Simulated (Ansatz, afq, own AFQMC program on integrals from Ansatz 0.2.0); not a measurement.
Two steps: Ansatz 0.2.0 writes the Fock matrix and Cholesky factors of the valence space, and afq projects on them the lowest state that overlaps trial and start.

```yaml
crystal:
  periodic: [false, false, false]
  atoms:
    - {symbol: Ga, position_ang: [0.000000, 0.014525, 1.215481]}
    - {symbol: Se, position_ang: [0.000000, -0.031319, -1.106577]}
    - {symbol: H, position_ang: [0.000000, 1.401501, 1.930026]}
    - {symbol: H, position_ang: [0.000000, -1.384649, 1.905951]}
    - {symbol: H, position_ang: [0.000000, 1.431877, -1.228347]}
basis:
  gaussian: {orbitals: cc-pVDZ}
magnetization: {spin_polarized: false}
correlation: {method: ccsd_t, electrons: outside_noble_gas, hamiltonian_folder: ham}
```

```sh
$ ansatz run in.yaml --threads 1 --pin off --events-out ev --progress --plain --max-ram 1382MiB
```

Options of the walk:

```
--method phaseless --trial cisd --walkers 60 --populations 1 --least-time 40 --time-step 0.005 --steps-per-block 50 --equilibration-blocks 28 --max-blocks 300 --target-error 0.00042 --factor-cut 1e-05 --seed 8737 --release-times 0.24,0.51,0.99,1.62,2.4 --release-step 0.03 --release-every 4 --taylor-order 6
```

Times are imaginary, in 1/Eh. The walk had a cap of 733 s. Filled inner d shells are frozen with the cores.

Log:

```
orbitals 41  electrons 6 6  factors 347 of 776
reference energy -4324.79979055 Eh
CCSD correlation -0.21737313 Eh in 10 cycles, weight of the determinant in the CISD state 0.8809
energy of the start -4325.017164 Eh
 block  time / (1/Eh)  mean weight  energy / Eh
     1     0.250  0.9986  -4325.013362
     2     0.500  1.0009  -4325.014027
     3     0.750  0.9973  -4325.015367
     4     1.000  1.0004  -4325.016896
     5     1.250  1.0004  -4325.019698
     9     2.250  0.9996  -4325.017770
    21     5.250  1.0007  -4325.025055
    33     8.250  0.9975  -4325.019972
    37     9.250  0.9988  -4325.023198
    53    13.250  1.0006  -4325.022368
    69    17.250  0.9992  -4325.020557
    85    21.250  1.0033  -4325.020894
   101    25.250  1.0006  -4325.021932
   117    29.250  1.0013  -4325.026504
   133    33.250  0.9968  -4325.025713
   149    37.250  1.0013  -4325.023394
   153    38.250  1.0019  -4325.033441
   165    41.250  1.0027  -4325.025472
   181    45.250  0.9989  -4325.024195
   197    49.250  0.9996  -4325.021975
blocks merged  error / Eh  count
     1  0.000223  170
     2  0.000274  85
     4  0.000348  42
     8  0.000386  21
    16  0.000495  10
released: time / (1/Eh)  energy / Eh  error  mean overlap
  0.24  -4325.023728  0.000490  0.9888
  0.51  -4325.023557  0.000368  0.9907
  0.99  -4325.023463  0.000332  0.9810
  1.62  -4325.023430  0.000490  0.9789
  2.40  -4325.022991  0.000480  0.9929
energy -4325.023552 +/- 0.000386 Eh
(rows thinned)
```

The run passed its tests (sampling time, drift between the halves within three errors, error under three times the target), which doesn't prove that it has relaxed. The second half of the sampling lies below the first by 2.7 errors of their difference, so the energy may still be moving and its error bar be too small.

Against this walk (error 10.5 meV) on the same determinant: CCSD(T) 29.8 meV higher. The error is statistical and leaves out the bias of the constraint. Released to 2.40 1/Eh the energy moves by 15 ± 17 meV (both errors), within twice the noise.

Cautions: constraint bias not in the error; no relativity below Rb; no spin-orbit coupling; inner d shell frozen.

The walk took 5.3 min on 1 thread of Arm Neoverse N1 (shared host). The log's last line is the phaseless energy.

A walk keeps the symmetry of its determinant, which the program's search chose and which needn't be the lowest solution, so a lower state of the same spin and another symmetry isn't excluded.
